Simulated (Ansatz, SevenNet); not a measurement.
For bcc Mo, the machine-learned potential SevenNet-l3i5 (trained on PBE and PBE+U data) gives:

- lattice constant a = 3.171 Å
- elastic constant C11 = 377 GPa
- elastic constant C44 = 16.2 GPa
- Voigt–Reuss–Hill shear modulus = 32.6 GPa

Problem. What does r²SCAN (Ansatz, an electronic-structure program, PAW) give for the same quantities?

Solution. 
- lattice constant a: 3.151 Å (falls by 0.6 %)
- elastic constant C11: 488 GPa (rises by 29 %)
- elastic constant C44: 104 GPa (grows by 540 %)
- Voigt–Reuss–Hill shear modulus: 125 GPa (grows by 280 %)

For comparison: lattice constant a 3.141 Å (measured, static lattice: zero-point anharmonic expansion removed; as tabulated in Mejia-Rodriguez and Trickey (2018), arXiv:1807.09216); elastic constant C11 478 GPa (measured, 0 K, 300 K values taken to 0 K by the source's computed thermal shift; zero-point effects included; as tabulated in Gong and Corso (2024), arXiv:2406.16634); elastic constant C44 112 GPa (measured, 0 K, 300 K values taken to 0 K by the source's computed thermal shift; zero-point effects included; as tabulated in Gong and Corso (2024), arXiv:2406.16634).

Changes are worked out from the printed values.

Unless a cell is named, each level is at its own relaxed cell (SevenNet-l3i5 15.95, r²SCAN 15.64 Å³/atom).

Caveats: shear constants of such metals converge slowly with the k mesh (r²SCAN). Ansatz's density-functional and Hartree–Fock values are scalar-relativistic unless marked +SOC, with PAW data made under PBE.
